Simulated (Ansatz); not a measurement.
P$_{4}$ (SMILES p12p3p1p23), closed shell: a trajectory.

Input (in.yaml):

```yaml
crystal:
  periodic: [false, false, false]
  atoms:
    - {symbol: P, position_ang: [-0.725180, -0.100030, 1.119960]}
    - {symbol: P, position_ang: [1.295470, 0.109810, 0.315800]}
    - {symbol: P, position_ang: [-0.185020, -1.092240, -0.750200]}
    - {symbol: P, position_ang: [-0.385270, 1.082470, -0.685570]}
basis:
  gaussian: {orbitals: def2-SVP}
hamiltonian: {xc: pbe0, dispersion: d4}
md: {n_steps: 80, timestep: 0.75, temperature: 100, ensemble: nve, seed: 733, initial_velocities: maxwell_boltzmann}
```

Run by:

```bash
ansatz run in.yaml --threads 2 --pin off --events-out ev --progress --plain --max-ram 3481MiB
```

What Ansatz 0.2.0 printed:

```
Functional definition: PBE0
  name "PBE0"
  cite "Adamo & Barone, J. Chem. Phys. 110, 6158 (1999) doi:10.1063/1.478522"
  cite "Perdew, Burke & Ernzerhof, Phys. Rev. Lett. 77, 3865 (1996) doi:10.1103/PhysRevLett.77.3865"
  parent pbe
  parameter a = 0.25
  parameter kappa = 0.804
  parameter beta = 0.06672455060314922
  exchange = (1 - a)*pbe_x(kappa = kappa, mu = beta*pi^2/3) + a*exact_x
  correlation = pbe_c(beta = beta)
710 factors; integrals over basis functions are off by at most 1.6e-4 eV
mean field evaluation 1: about -37130.4787 eV, gradient 6.6e0 eV
mean field evaluation 2: about -37130.5114 eV, gradient 6.5e0 eV
mean field evaluation 4: about -37130.6400 eV, gradient 7.2e-2 eV
mean field evaluation 8: about -37130.6414 eV, gradient 2.4e-4 eV
mean field -37130.64138986 eV, -1364.5259030246 hartree, gradient 1.2e-5 eV, S^2 0.000000; 0 other end points of the search recorded, 0 dependent functions left out
the calculation of the forces begins
reference -37130.64140794 eV, -1364.5259036890 hartree; 30, 30 occupied and 42, 42 virtual orbitals, 710 factors
md step     0: t =     0.00 fs  T =   100.0 K  F+E_penalty+E_count = -37130.84489314 eV  E_kin = 0.025852 eV  conserved = -37130.81904114 eV  (21 SCF iters)
md step     1: t =     0.75 fs  T =   106.5 K  F+E_penalty+E_count = -37130.84656426 eV  E_kin = 0.027520 eV  conserved = -37130.81904453 eV  (21 SCF iters)
md step     2: t =     1.50 fs  T =   112.2 K  F+E_penalty+E_count = -37130.84804367 eV  E_kin = 0.028996 eV  conserved = -37130.81904757 eV  (21 SCF iters)
md step     3: t =     2.25 fs  T =   116.9 K  F+E_penalty+E_count = -37130.84928149 eV  E_kin = 0.030231 eV  conserved = -37130.81905018 eV  (21 SCF iters)
md step     4: t =     3.00 fs  T =   120.6 K  F+E_penalty+E_count = -37130.85023473 eV  E_kin = 0.031182 eV  conserved = -37130.81905226 eV  (21 SCF iters)
md step     5: t =     3.75 fs  T =   123.1 K  F+E_penalty+E_count = -37130.85086863 eV  E_kin = 0.031815 eV  conserved = -37130.81905376 eV  (22 SCF iters)
md step     6: t =     4.50 fs  T =   124.2 K  F+E_penalty+E_count = -37130.85115770 eV  E_kin = 0.032103 eV  conserved = -37130.81905463 eV  (22 SCF iters)
md step     7: t =     5.25 fs  T =   123.9 K  F+E_penalty+E_count = -37130.85108640 eV  E_kin = 0.032032 eV  conserved = -37130.81905485 eV  (22 SCF iters)
md step     8: t =     6.00 fs  T =   122.2 K  F+E_penalty+E_count = -37130.85064954 eV  E_kin = 0.031595 eV  conserved = -37130.81905443 eV  (22 SCF iters)
md step     9: t =     6.75 fs  T =   119.1 K  F+E_penalty+E_count = -37130.84985231 eV  E_kin = 0.030799 eV  conserved = -37130.81905338 eV  (22 SCF iters)
md step    10: t =     7.50 fs  T =   114.7 K  F+E_penalty+E_count = -37130.84870999 eV  E_kin = 0.029658 eV  conserved = -37130.81905173 eV  (22 SCF iters)
md step    11: t =     8.25 fs  T =   109.1 K  F+E_penalty+E_count = -37130.84724741 eV  E_kin = 0.028198 eV  conserved = -37130.81904955 eV  (22 SCF iters)
md step    12: t =     9.00 fs  T =   102.3 K  F+E_penalty+E_count = -37130.84549814 eV  E_kin = 0.026451 eV  conserved = -37130.81904689 eV  (23 SCF iters)
md step    13: t =     9.75 fs  T =    94.6 K  F+E_penalty+E_count = -37130.84350338 eV  E_kin = 0.024460 eV  conserved = -37130.81904383 eV  (22 SCF iters)
md step    14: t =    10.50 fs  T =    86.1 K  F+E_penalty+E_count = -37130.84131082 eV  E_kin = 0.022270 eV  conserved = -37130.81904047 eV  (22 SCF iters)
md step    15: t =    11.25 fs  T =    77.1 K  F+E_penalty+E_count = -37130.83897322 eV  E_kin = 0.019936 eV  conserved = -37130.81903693 eV  (19 SCF iters)
md step    16: t =    12.00 fs  T =    67.7 K  F+E_penalty+E_count = -37130.83654699 eV  E_kin = 0.017514 eV  conserved = -37130.81903331 eV  (20 SCF iters)
md step    17: t =    12.75 fs  T =    58.3 K  F+E_penalty+E_count = -37130.83409067 eV  E_kin = 0.015061 eV  conserved = -37130.81902963 eV  (19 SCF iters)
md step    18: t =    13.50 fs  T =    48.9 K  F+E_penalty+E_count = -37130.83166339 eV  E_kin = 0.012637 eV  conserved = -37130.81902601 eV  (19 SCF iters)
md step    19: t =    14.25 fs  T =    39.8 K  F+E_penalty+E_count = -37130.82932342 eV  E_kin = 0.010301 eV  conserved = -37130.81902253 eV  (25 SCF iters)
md step    20: t =    15.00 fs  T =    31.4 K  F+E_penalty+E_count = -37130.82712670 eV  E_kin = 0.008107 eV  conserved = -37130.81901927 eV  (19 SCF iters)
md step    21: t =    15.75 fs  T =    23.6 K  F+E_penalty+E_count = -37130.82512549 eV  E_kin = 0.006109 eV  conserved = -37130.81901632 eV  (20 SCF iters)
md step    22: t =    16.50 fs  T =    16.8 K  F+E_penalty+E_count = -37130.82336716 eV  E_kin = 0.004353 eV  conserved = -37130.81901374 eV  (19 SCF iters)
md step    23: t =    17.25 fs  T =    11.1 K  F+E_penalty+E_count = -37130.82189305 eV  E_kin = 0.002881 eV  conserved = -37130.81901159 eV  (19 SCF iters)
md step    24: t =    18.00 fs  T =     6.7 K  F+E_penalty+E_count = -37130.82073759 eV  E_kin = 0.001728 eV  conserved = -37130.81900992 eV  (19 SCF iters)
md step    25: t =    18.75 fs  T =     3.6 K  F+E_penalty+E_count = -37130.81992743 eV  E_kin = 0.000919 eV  conserved = -37130.81900878 eV  (19 SCF iters)
md step    26: t =    19.50 fs  T =     1.8 K  F+E_penalty+E_count = -37130.81948094 eV  E_kin = 0.000473 eV  conserved = -37130.81900817 eV  (19 SCF iters)
md step    27: t =    20.25 fs  T =     1.5 K  F+E_penalty+E_count = -37130.81940774 eV  E_kin = 0.000400 eV  conserved = -37130.81900813 eV  (19 SCF iters)
md step    28: t =    21.00 fs  T =     2.7 K  F+E_penalty+E_count = -37130.81970850 eV  E_kin = 0.000700 eV  conserved = -37130.81900865 eV  (19 SCF iters)
md step    29: t =    21.75 fs  T =     5.3 K  F+E_penalty+E_count = -37130.82037494 eV  E_kin = 0.001365 eV  conserved = -37130.81900972 eV  (19 SCF iters)
md step    30: t =    22.50 fs  T =     9.2 K  F+E_penalty+E_count = -37130.82139002 eV  E_kin = 0.002379 eV  conserved = -37130.81901131 eV  (19 SCF iters)
md step    31: t =    23.25 fs  T =    14.4 K  F+E_penalty+E_count = -37130.82272831 eV  E_kin = 0.003715 eV  conserved = -37130.81901340 eV  (20 SCF iters)
md step    32: t =    24.00 fs  T =    20.7 K  F+E_penalty+E_count = -37130.82435655 eV  E_kin = 0.005341 eV  conserved = -37130.81901594 eV  (20 SCF iters)
md step    33: t =    24.75 fs  T =    27.9 K  F+E_penalty+E_count = -37130.82623446 eV  E_kin = 0.007216 eV  conserved = -37130.81901886 eV  (20 SCF iters)
md step    34: t =    25.50 fs  T =    35.9 K  F+E_penalty+E_count = -37130.82831559 eV  E_kin = 0.009293 eV  conserved = -37130.81902212 eV  (20 SCF iters)
md step    35: t =    26.25 fs  T =    44.6 K  F+E_penalty+E_count = -37130.83054849 eV  E_kin = 0.011523 eV  conserved = -37130.81902562 eV  (19 SCF iters)
md step    36: t =    27.00 fs  T =    53.6 K  F+E_penalty+E_count = -37130.83287790 eV  E_kin = 0.013849 eV  conserved = -37130.81902930 eV  (19 SCF iters)
md step    37: t =    27.75 fs  T =    62.7 K  F+E_penalty+E_count = -37130.83524610 eV  E_kin = 0.016213 eV  conserved = -37130.81903306 eV  (19 SCF iters)
md step    38: t =    28.50 fs  T =    71.8 K  F+E_penalty+E_count = -37130.83759437 eV  E_kin = 0.018558 eV  conserved = -37130.81903682 eV  (20 SCF iters)
md step    39: t =    29.25 fs  T =    80.6 K  F+E_penalty+E_count = -37130.83986446 eV  E_kin = 0.020824 eV  conserved = -37130.81904047 eV  (19 SCF iters)
md step    40: t =    30.00 fs  T =    88.8 K  F+E_penalty+E_count = -37130.84200019 eV  E_kin = 0.022956 eV  conserved = -37130.81904392 eV  (20 SCF iters)
md step    41: t =    30.75 fs  T =    96.3 K  F+E_penalty+E_count = -37130.84394890 eV  E_kin = 0.024902 eV  conserved = -37130.81904708 eV  (19 SCF iters)
md step    42: t =    31.50 fs  T =   102.9 K  F+E_penalty+E_count = -37130.84566300 eV  E_kin = 0.026613 eV  conserved = -37130.81904979 eV  (22 SCF iters)
md step    43: t =    32.25 fs  T =   108.5 K  F+E_penalty+E_count = -37130.84710133 eV  E_kin = 0.028049 eV  conserved = -37130.81905197 eV  (23 SCF iters)
md step    44: t =    33.00 fs  T =   112.9 K  F+E_penalty+E_count = -37130.84823039 eV  E_kin = 0.029177 eV  conserved = -37130.81905361 eV  (22 SCF iters)
md step    45: t =    33.75 fs  T =   115.9 K  F+E_penalty+E_count = -37130.84902544 eV  E_kin = 0.029971 eV  conserved = -37130.81905465 eV  (24 SCF iters)
md step    46: t =    34.50 fs  T =   117.7 K  F+E_penalty+E_count = -37130.84947135 eV  E_kin = 0.030416 eV  conserved = -37130.81905506 eV  (23 SCF iters)
md step    47: t =    35.25 fs  T =   118.0 K  F+E_penalty+E_count = -37130.84956318 eV  E_kin = 0.030508 eV  conserved = -37130.81905481 eV  (22 SCF iters)
md step    48: t =    36.00 fs  T =   117.0 K  F+E_penalty+E_count = -37130.84930644 eV  E_kin = 0.030253 eV  conserved = -37130.81905391 eV  (22 SCF iters)
md step    49: t =    36.75 fs  T =   114.7 K  F+E_penalty+E_count = -37130.84871710 eV  E_kin = 0.029665 eV  conserved = -37130.81905237 eV  (23 SCF iters)
md step    50: t =    37.50 fs  T =   111.3 K  F+E_penalty+E_count = -37130.84782120 eV  E_kin = 0.028771 eV  conserved = -37130.81905024 eV  (22 SCF iters)
md step    51: t =    38.25 fs  T =   106.8 K  F+E_penalty+E_count = -37130.84665410 eV  E_kin = 0.027607 eV  conserved = -37130.81904759 eV  (22 SCF iters)
md step    52: t =    39.00 fs  T =   101.4 K  F+E_penalty+E_count = -37130.84525946 eV  E_kin = 0.026215 eV  conserved = -37130.81904449 eV  (22 SCF iters)
md step    53: t =    39.75 fs  T =    95.3 K  F+E_penalty+E_count = -37130.84368783 eV  E_kin = 0.024647 eV  conserved = -37130.81904106 eV  (22 SCF iters)
md step    54: t =    40.50 fs  T =    88.8 K  F+E_penalty+E_count = -37130.84199502 eV  E_kin = 0.022958 eV  conserved = -37130.81903747 eV  (19 SCF iters)
md step    55: t =    41.25 fs  T =    82.0 K  F+E_penalty+E_count = -37130.84024020 eV  E_kin = 0.021206 eV  conserved = -37130.81903384 eV  (19 SCF iters)
md step    56: t =    42.00 fs  T =    75.3 K  F+E_penalty+E_count = -37130.83848387 eV  E_kin = 0.019454 eV  conserved = -37130.81903023 eV  (19 SCF iters)
md step    57: t =    42.75 fs  T =    68.7 K  F+E_penalty+E_count = -37130.83678571 eV  E_kin = 0.017759 eV  conserved = -37130.81902679 eV  (19 SCF iters)
md step    58: t =    43.50 fs  T =    62.6 K  F+E_penalty+E_count = -37130.83520245 eV  E_kin = 0.016179 eV  conserved = -37130.81902365 eV  (19 SCF iters)
md step    59: t =    44.25 fs  T =    57.1 K  F+E_penalty+E_count = -37130.83378581 eV  E_kin = 0.014765 eV  conserved = -37130.81902092 eV  (19 SCF iters)
md step    60: t =    45.00 fs  T =    52.5 K  F+E_penalty+E_count = -37130.83258062 eV  E_kin = 0.013562 eV  conserved = -37130.81901871 eV  (19 SCF iters)
md step    61: t =    45.75 fs  T =    48.8 K  F+E_penalty+E_count = -37130.83162317 eV  E_kin = 0.012606 eV  conserved = -37130.81901711 eV  (19 SCF iters)
md step    62: t =    46.50 fs  T =    46.1 K  F+E_penalty+E_count = -37130.83093991 eV  E_kin = 0.011924 eV  conserved = -37130.81901617 eV  (19 SCF iters)
md step    63: t =    47.25 fs  T =    44.6 K  F+E_penalty+E_count = -37130.83054655 eV  E_kin = 0.011531 eV  conserved = -37130.81901593 eV  (19 SCF iters)
md step    64: t =    48.00 fs  T =    44.2 K  F+E_penalty+E_count = -37130.83044751 eV  E_kin = 0.011431 eV  conserved = -37130.81901640 eV  (19 SCF iters)
md step    65: t =    48.75 fs  T =    44.9 K  F+E_penalty+E_count = -37130.83063590 eV  E_kin = 0.011618 eV  conserved = -37130.81901755 eV  (19 SCF iters)
md step    66: t =    49.50 fs  T =    46.7 K  F+E_penalty+E_count = -37130.83109393 eV  E_kin = 0.012075 eV  conserved = -37130.81901932 eV  (19 SCF iters)
md step    67: t =    50.25 fs  T =    49.4 K  F+E_penalty+E_count = -37130.83179373 eV  E_kin = 0.012772 eV  conserved = -37130.81902165 eV  (19 SCF iters)
md step    68: t =    51.00 fs  T =    52.9 K  F+E_penalty+E_count = -37130.83269859 eV  E_kin = 0.013674 eV  conserved = -37130.81902444 eV  (19 SCF iters)
md step    69: t =    51.75 fs  T =    57.0 K  F+E_penalty+E_count = -37130.83376449 eV  E_kin = 0.014737 eV  conserved = -37130.81902757 eV  (24 SCF iters)
md step    70: t =    52.50 fs  T =    61.5 K  F+E_penalty+E_count = -37130.83494195 eV  E_kin = 0.015911 eV  conserved = -37130.81903092 eV  (18 SCF iters)
md step    71: t =    53.25 fs  T =    66.3 K  F+E_penalty+E_count = -37130.83617801 eV  E_kin = 0.017144 eV  conserved = -37130.81903436 eV  (20 SCF iters)
md step    72: t =    54.00 fs  T =    71.1 K  F+E_penalty+E_count = -37130.83741835 eV  E_kin = 0.018381 eV  conserved = -37130.81903775 eV  (19 SCF iters)
md step    73: t =    54.75 fs  T =    75.7 K  F+E_penalty+E_count = -37130.83860935 eV  E_kin = 0.019568 eV  conserved = -37130.81904096 eV  (19 SCF iters)
md step    74: t =    55.50 fs  T =    79.9 K  F+E_penalty+E_count = -37130.83970011 eV  E_kin = 0.020656 eV  conserved = -37130.81904389 eV  (20 SCF iters)
md step    75: t =    56.25 fs  T =    83.5 K  F+E_penalty+E_count = -37130.84064434 eV  E_kin = 0.021598 eV  conserved = -37130.81904644 eV  (19 SCF iters)
md step    76: t =    57.00 fs  T =    86.5 K  F+E_penalty+E_count = -37130.84140191 eV  E_kin = 0.022353 eV  conserved = -37130.81904850 eV  (20 SCF iters)
md step    77: t =    57.75 fs  T =    88.5 K  F+E_penalty+E_count = -37130.84194027 eV  E_kin = 0.022890 eV  conserved = -37130.81905003 eV  (20 SCF iters)
md step    78: t =    58.50 fs  T =    89.7 K  F+E_penalty+E_count = -37130.84223544 eV  E_kin = 0.023185 eV  conserved = -37130.81905093 eV  (23 SCF iters)
md step    79: t =    59.25 fs  T =    89.8 K  F+E_penalty+E_count = -37130.84227269 eV  E_kin = 0.023222 eV  conserved = -37130.81905118 eV  (23 SCF iters)
md step    80: t =    60.00 fs  T =    89.0 K  F+E_penalty+E_count = -37130.84204686 eV  E_kin = 0.022996 eV  conserved = -37130.81905083 eV  (25 SCF iters)
Total energy: -37130.84206499 eV, -1364.5332776997 hartree
Atom 0 at    -0.717534    -0.085441     1.131837 Å, force    -0.254494    -0.288809    -0.032800 eV/Å
Atom 1 at     1.303822     0.102088     0.333646 Å, force     0.006066     0.115295    -0.319170 eV/Å
Atom 2 at    -0.183939    -1.100877    -0.772958 Å, force    -0.009049     0.108749     0.352002 eV/Å
Atom 3 at    -0.402349     1.084240    -0.692535 Å, force     0.257477     0.064765    -0.000032 eV/Å
Dipole moment:    -0.000431     0.000972     0.001187 e Å

[the SCF lines of later steps are left out]
```

Hardware: 2 CPU threads of an Intel Xeon, shared host. Wall time about 3.2 min.
